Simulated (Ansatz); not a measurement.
The first iterations of a band of CH6BS (9 atoms, charge 1, multiplicity 1).

The calculation used RKS B3LYP-D4/6-31G (Ansatz 0.2.0).

```yaml
movable_images: 1
climbing_image: no
spring: 5.0 eV/Å²
optimiser: quadratic models (default)
start_path: through a guess of the saddle point
force_threshold: 0.03 eV/Å
iteration_limit: 60
end_points: relaxed
```

First end point:

```xyz
9
Properties=species:S:1:pos:R:3
C -0.607 0.969 -0.601
B 0.190 -0.327 -0.545
S 0.240 -1.348 1.166
H -1.392 0.860 -1.370
H 0.043 1.767 -1.002
H -1.074 1.330 0.318
H 0.769 -0.938 -1.373
H 1.497 -1.899 1.236
H 0.335 -0.415 2.171
```

Last end point:

```xyz
9
Properties=species:S:1:pos:R:3
C -0.594 0.977 -0.602
B 0.411 -0.161 -0.494
S 0.168 -1.524 0.940
H -1.375 1.052 0.158
H -1.079 0.914 -1.592
H -0.045 1.935 -0.639
H 1.329 -0.474 -1.168
H 1.434 -1.879 1.338
H -0.248 -0.841 2.059
```

| iteration | highest image above the first end (eV) | largest band force component (eV/Å) |
| --- | --- | --- |
| 1 | 0.412 | 2.512 |
| 2 | 0.325 | 1.525 |
| 3 | 0.274 | 0.804 |
| 4 | 0.230 | 0.486 |
| 5 | 0.194 | 0.336 |
| 6 | 0.169 | 0.161 |
| 7 | 0.154 | 0.179 |
| 8 | 0.143 | 0.168 |
| 9 | 0.132 | 0.104 |

Q: Does the band converge within its limit, and where does its top end?

A: The forces met the threshold. It ended after 29 iterations with the highest image 0.022 eV above the first end. The dihedral H6–C1–B2–S3 jumps by 95° between images 1 and 2, so the path isn't resolved there. No image climbed, so the highest image needn't sit at the top of the path. A band with more images between the same ends climbed to 0.17 eV, so this one has probably stepped over the top. So few images can step over the top or miss a turn of the path. Limits of this set-up: no polarisation functions, the dipole of an ion depends on the origin.

Time of the run: 49 s on 1 CPU thread of a shared host.
